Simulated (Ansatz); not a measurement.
Relaxation of BF2H (4 atoms, charge 0, multiplicity 1), to a largest force component of 0.03 eV/Å in at most 50 steps.

All numbers below come from Ansatz, RKS B3LYP-D4/6-31G*.

```xyz
4
Properties=species:S:1:pos:R:3
B 0.266 0.000 0.197
H 0.246 0.000 1.379
F 1.444 0.000 -0.389
F -0.832 0.000 -0.537
```

**Question.** Where does it end, and by what steps?

**Answer.** It converged. After 3 steps the energy has fallen by 0.012 eV; H2 moved furthest, 0.03 Å.

| step | energy less start (eV) | largest force component (eV/Å) | accepted |
| --- | --- | --- | --- |
| 0 | 0.0000 | 0.355 | yes |
| 1 | -0.0094 | 0.142 | yes |
| 2 | -0.0111 | 0.170 | yes |
| 3 | -0.0116 | 0.006 | yes |

```xyz
4
Properties=species:S:1:pos:R:3
B 0.279 0.000 0.203
H 0.220 0.000 1.391
F 1.444 0.000 -0.416
F -0.819 0.000 -0.529
```

Whether the end is a true minimum wasn't checked by a vibrational analysis.

Run time: 3 s on 1 thread of AMD EPYC 7R43 64-Core Processor (Zen 3), on a shared host, peak memory 0.11 GiB.
